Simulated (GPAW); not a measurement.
# CHF3S (trifluoromethanethiol): revPBE/plane waves (scalar-relativistic datasets)

Aim: the atomisation energy of CHF3S (trifluoromethanethiol). 

The calculation is run with GPAW 26.7.0.

2 further runs of the same task are left out: 1 that didn't finish, 1 set aside as unsound or not needed.

## 1. The molecule

The species is CHF3S (6 atoms), meant as a singlet with charge 0. SMILES: `FC(F)(F)S`. The shape is that of a PBE0-D4/def2-TZVP optimisation.

Bond lengths: F1–C2 1.331 Å, C2–F3 1.333 Å, C2–F4 1.333 Å, C2–S5 1.805 Å, S5–H6 1.343 Å. Angles: F1–C2–F3 108.2°, F1–C2–F4 108.2°, F1–C2–S5 108.0°, F3–C2–F4 106.9°, F3–C2–S5 112.7°, F4–C2–S5 112.7°, C2–S5–H6 93.2°.

## 2. The atomisation energy at revPBE/plane waves (scalar-relativistic datasets)

molecule.py

```python
from ase import Atoms
from gpaw import GPAW, PW

system = Atoms(["F", "C", "F", "F", "S", "H"],
    positions=[[  0.555700,  -0.904600,   1.298300],
               [  0.126100,  -0.394900,   0.146500],
               [ -0.982300,  -1.045000,  -0.208500],
               [  1.041700,  -0.649700,  -0.788400],
               [ -0.150000,   1.372100,   0.387100],
               [ -0.549200,   1.558100,  -0.881200]])
system.center(vacuum=4.5)

gpaw_calc = GPAW(mode={"name": "pw", "ecut": 600},
                 symmetry="off",
                 maxiter=100,
                 xc="revPBE",
                 txt="-")
system.calc = gpaw_calc

e = system.get_potential_energy()
e_mol = {"revPBE": e}

e_atom = {}
for symbol in sorted(set(system.symbols)):
    atom = Atoms(symbol, cell=system.cell, pbc=system.pbc)
    atom.center()
    atom.calc = GPAW(mode={"name": "pw", "ecut": 600},
                     xc="revPBE",
                     maxiter=150,
                     symmetry="off",
                     hund=True,
                     txt=f'{symbol}_atom.txt')
    e = atom.get_potential_energy()
    e_atom[symbol] = {"revPBE": e}

atomisation = {xc: sum(e_atom[x][xc] for x in system.symbols) - e_mol[xc] for xc in e_mol}
for xc, de in atomisation.items():
    print(f'{xc:32} {de:9.3f} eV')
```

The run is started by

```sh
$ python3 molecule.py
```

The log of the run:

```text
[...]
  mode=PW(ecut=600),
[...]
Number of symmetries: 1
[...]
  Number of IBZ points: 1
[...]
Cutoff: 600.0 eV
Spin-components: 1 (collinear spins)
Bands:           21
[...]
  Valence electrons: 32.0
[...]
  Grid points: [63 70 64]
  Charge: 0.0  # |e|
[...]
    cutoffs:
[...]
occupation numbers:
  # Zero width
[...]
xc functional:
  name: revPBE with 2 nearest neighbor stencil
[...]
|iter     |     time |      energy | eigst |  dens |
[...]
|iter:   1| 00:00:11 |  -28.491333 | +0.21 |       |
[...]
|iter:   9| 00:00:51 |  -27.471444c| -7.41c| -4.21c|
Converged in 9 steps
[...]
Energy contributions relative to reference atoms: (reference = -20049.457109)
Energy contributions:
  Kinetic:          40.663964
  Coulomb:         -40.975465
  Zero:              0.792045
  External:          0.000000
  Xc:              -27.951988
  Entropy:           0.000000
  Spinorbit:         0.000000
  ----------------------------
  Free energy:     -27.471444
  Extrapolated:    -27.471444
dipole moment: (-0.079795, 0.214107, -0.133392)  # |e|*Ang
Fermi level: -3.757
Eigenvalues  # (at kpt = [0.000, 0.000, 0.000])
| band index |      eig [eV] | occ [0-2] |
|------------|---------------|-----------|
|          0 |       -33.352 |     2.000 |
|        ... |               |           |
|          8 |       -11.197 |     2.000 |
|          9 |       -11.155 |     2.000 |
|         10 |       -10.596 |     2.000 |
|         11 |       -10.180 |     2.000 |
|         12 |        -9.724 |     2.000 |
|         13 |        -9.527 |     2.000 |
|         14 |        -8.670 |     2.000 |
|         15 |        -6.430 |     2.000 |
|         16 |        -1.085 |     0.000 |
|         17 |        -0.511 |     0.000 |
[...]
Gap: 5.344 eV
Transition (v -> c):
  (s=0, k=0, n=15, [0.00, 0.00, 0.00]) -> (s=0, k=0, n=16, [0.00, 0.00, 0.00])
No difference between direct/indirect transitions
vacuum-level: 0.392  # V
revPBE                              21.941 eV
```

It took 3.4 min on 1 thread of Intel Xeon at 2.50GHz (Skylake/Cascade Lake), shared host; peak memory 1.5 GiB.

## 3. Summary of results

Level: revPBE/plane waves (scalar-relativistic datasets).

| quantity | value |
| --- | --- |
| energy as printed (from the program's reference atoms) | -27.4714 eV |
| dipole moment | 1.27 D |
| HOMO energy (from the vacuum level) | -6.82 eV |
| LUMO energy (from the vacuum level) | -1.48 eV |
| HOMO–LUMO gap | 5.34 eV |
| atomisation energy (program's own) | 21.94 eV |
